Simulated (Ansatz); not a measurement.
Input for Ansatz (development build ahead of 0.2.0):

```yaml
crystal:
  periodic: [false, false, false]
  atoms:
    - { symbol: Si, position_ang: [0.0, 0.0, 0.0] }
    - { symbol: Mg, position_ang: [0.0, 3.1623, 1.8257] }
    - { symbol: Mg, position_ang: [0.0, -3.1623, 1.8257] }
basis:
  gaussian: { orbitals: pcseg-2 }
magnetization:
  spin_polarized: true
hamiltonian:
  xc: pbe0
```

The input is written out in the form of the current development build from the run's settings.

The run gave:

| Quantity | Value |
| --- | --- |
| Converged | yes |
| Total energy | -689.20105 hartree |
| Spin squared of the determinant | 1.019 |
| Stability test | minimum |

Caution: the unrestricted determinant is a mixture of spin states.
